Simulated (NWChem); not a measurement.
System: BF₃; SMILES B(F)(F)F

```xyz
4

B      0.0000     0.0000    -0.0023
F     -0.3492    -1.2763     0.0004
F     -0.9307     0.9406     0.0004
F      1.2799     0.3357     0.0004
```
Atoms are numbered in this order, from 1.

Level: PBE-D3(BJ)/def2-SVP (NWChem), optimised geometry, unscaled harmonic frequencies. 

### Question
List the harmonic frequencies with IR intensities, and the thermochemistry.

### Answer
```
frequency (cm⁻¹)  IR intensity (km/mol)
----------------  ---------------------
467                                 9.7
467                                 9.7
661                                77.7
863                                 0.0
1449                              374.2
1449                              374.2
```

The zero-point energy is 7.7 kcal/mol and the thermal correction to the enthalpy at 298.15 K (with zero-point energy) comes out as 10.5 kcal/mol. The heat capacity Cv comes out as 10.2 cal/(mol K), the entropy at 298.15 K and 1 atm (symmetry number 6) is 61.0 cal/(mol K) and the dipole moment is 0.01 D.

Rigid rotor and harmonic oscillator.
